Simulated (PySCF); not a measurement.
Frontier orbitals and the lowest excitations

Protonated nitrous oxide, HN2O (charge +1).
Atom-mapped SMILES: `[NH:1]=[N+:2]=[O:3]` (hydrogens: H4 on N1)

Theory: TDDFT wB97X-D/def2-SVPD, vertical, gas phase, core orbitals frozen in the response (PySCF). Geometry: PBE0-D3(BJ)/def2-SVP; no solvent, vibrations or thermal averaging.

Frontier orbitals with the atoms that hold most of them (Löwdin shares over 4%, at most four atoms):

| orbital | ε (eV) | atoms |
| --- | --- | --- |
| HOMO-3 | -26.93 | N2 48%, O3 28%, N1 22% |
| HOMO-2 | -26.43 | O3 79%, N2 17% |
| HOMO-1 | -20.22 | O3 44%, N1 37%, N2 17% |
| HOMO | -20.22 | O3 44%, N1 37%, N2 17% |
| LUMO | -6.98 | N2 35%, N1 34%, O3 27%, H4 5% |
| LUMO+1 | -6.98 | N2 35%, N1 34%, O3 27%, H4 5% |
| LUMO+2 | -4.25 | H4 45%, N1 31%, N2 14%, O3 10% |

Within 0.005 eV of a neighbour in this list lie HOMO-1/HOMO and LUMO/LUMO+1 (point group found: C∞v).

**Question.** How does S1 compare with the orbital gap of 13.24 eV?

**Answer.** S1 is at 6.50 eV (f = 0.0000), 6.74 eV below the gap, made of HOMO-1/HOMO→LUMO/LUMO+1 (99%). 

Next come S2 at 6.96 eV (f 0.0000), HOMO-1/HOMO→LUMO/LUMO+1 (99%); S3 at 6.96 eV (f 0.0000), HOMO-1/HOMO→LUMO/LUMO+1 (99%); S4 at 10.66 eV (f 0.0008), HOMO-1/HOMO→LUMO+2 (≥88%); S5 at 10.66 eV (f 0.0006), HOMO-1/HOMO→LUMO+2 (≥88%).

Orbitals of the list HOMO-3 to LUMO+2 that lie within 0.01 eV of each other are written together with a slash and their weights summed (≥ marks a lower bound); for degenerate orbitals outside that list single weights are arbitrary.

The run took 3.8 s wall on one thread of an x86-64 server, shared host.
